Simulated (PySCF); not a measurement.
Job file and geometry (Å, from PBE0-D3(BJ)/def2-SVP) of an NMR shielding run on SMILES C=C(Cl)SC, C3H5ClS, PySCF 2.14.0, density-fitted response routines, GIAO PBE0/pcSseg-1 NMR shielding, non-relativistic, gas phase; density fitting, a coarse starting grid and PySCF grid level 2 are the driver's defaults:

```
$ OMP_NUM_THREADS=1 python probes_run.py task.json out

{"job": {"kind": "nmr", "xc": "PBE0", "basis": "pcSseg-1"}, "charge": 0, "multiplicity": 1}
C     -2.088772    -0.104264     0.306411
C     -0.805979    -0.327297     0.606228
Cl    -0.229513    -1.956093     0.851517
S      0.330697     0.978097     0.907124
C      1.784699     0.423410    -0.011411
H     -2.428179     0.915473     0.115027
H     -2.809170    -0.923355     0.265714
H      1.577697     0.358436    -1.088600
H      2.131204    -0.547345     0.368706
H      2.560893     1.180589     0.165666
```

Task: What does the program print?

Result: 
```
coarse grid: 9608 points
cycle   1  E = -975.1426924437  dE =  4.756e-01  |g| = 3.328e-01  |ddm| = 2.978e+00
cycle   2  E = -975.1138541149  dE =  2.884e-02  |g| = 4.892e-01  |ddm| = 6.124e-01
cycle   3  E = -975.1692802486  dE = -5.543e-02  |g| = 8.039e-02  |ddm| = 4.256e-01
cycle   4  E = -975.1710016446  dE = -1.721e-03  |g| = 1.981e-02  |ddm| = 1.058e-01
cycle   5  E = -975.1710854342  dE = -8.379e-05  |g| = 6.256e-03  |ddm| = 2.329e-02
cycle   6  E = -975.1710955289  dE = -1.009e-05  |g| = 1.644e-03  |ddm| = 7.792e-03
cycle   7  E = -975.1710960953  dE = -5.664e-07  |g| = 2.722e-04  |ddm| = 1.637e-03
final grid: 83976 points
cycle   8  E = -975.2032626350  dE = -1.743e-05  |g| = 7.737e-03  |ddm| = 1.950e-02
cycle   9  E = -975.2032541341  dE =  8.501e-06  |g| = 9.457e-03  |ddm| = 1.576e-02
cycle  10  E = -975.2032765155  dE = -2.238e-05  |g| = 9.122e-04  |ddm| = 9.885e-03
cycle  11  E = -975.2032766612  dE = -1.457e-07  |g| = 3.571e-04  |ddm| = 1.182e-03
cycle  12  E = -975.2032766925  dE = -3.125e-08  |g| = 6.708e-05  |ddm| = 3.368e-04
cycle  13  E = -975.2032766935  dE = -1.014e-09  |g| = 2.617e-05  |ddm| = 9.545e-05
cycle  14  E = -975.2032766937  dE = -1.835e-10  |g| = 6.082e-06  |ddm| = 3.399e-05
converged SCF energy = -975.2032766937

GIAO shielding tensors (ppm)
atom      isotropic    diamagn.    paramagn.     s11        s22        s33       span
  0 C       58.993     252.213    -193.220    -50.878     88.740    139.115    189.993
  1 C       29.194     258.355    -229.161    -71.525     71.070     88.037    159.562
  2 Cl     670.812    1147.058    -476.246    403.184    625.785    983.467    580.282
  3 S      438.160    1055.438    -617.278    245.420    365.428    703.631    458.212
  4 C      163.733     249.939     -86.206    148.568    158.397    184.234     35.666
  5 H       25.361      29.859      -4.498     21.744     23.695     30.645      8.901
  6 H       25.611      29.093      -3.482     21.425     23.693     31.713     10.288
  7 H       29.195      29.568      -0.373     24.547     26.717     36.322     11.775
  8 H       28.506      29.004      -0.498     23.436     28.402     33.680     10.243
  9 H       29.510      28.158       1.353     24.918     26.170     37.442     12.524
```

Task: Turn these shieldings into chemical shifts. References, each an isolated molecule treated in the same way: ¹³C (σ = 184.41 ppm), ¹H (σ = 31.27 ppm) vs TMS; ³⁵Cl (σ = 943.27 ppm) vs HCl; ³³S (σ = 495.66 ppm) vs CS2.

Result: Averaging equivalent atoms: C 1: 155.2; C 0: 125.4; C 4: 20.7; Cl 2: 272; S 3: 58; H 5: 5.91; H 6: 5.66; H 7/8/9: 2.20 ppm. 

Size and cost of the density-fitted run: 124 basis functions, 8.7 s wall time on 1 thread of an Arm Neoverse V2, shared host.
